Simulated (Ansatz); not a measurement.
# Fluorite CeO₂: Voigt–Reuss–Hill bulk modulus by level of theory

No measured value is used here.

Task: Put these levels in order of the Voigt–Reuss–Hill bulk modulus that they give for fluorite CeO₂, smallest first: B3LYP (VWN-RPA form) (Ansatz, a quantum-chemistry and plane-wave program), Hartree–Fock (Ansatz), r²SCANh (Ansatz).

Result: B3LYP (VWN-RPA form) (191 GPa), r²SCANh (203 GPa), Hartree–Fock (229 GPa)

Unless a cell is named, each level is at its own relaxed cell (B3LYP (VWN-RPA form) 13.58, r²SCANh 13.23, Hartree–Fock 13.50 Å³/atom).

The crystal itself was run without spin with r²SCANh, B3LYP (VWN-RPA form), Hartree–Fock; a magnetic state was not tried in these runs. Each level is taken at its own relaxed cell. Cutoffs differ between the levels. Ansatz's density-functional and Hartree–Fock values are scalar-relativistic unless marked +SOC, with PAW data made under PBE.
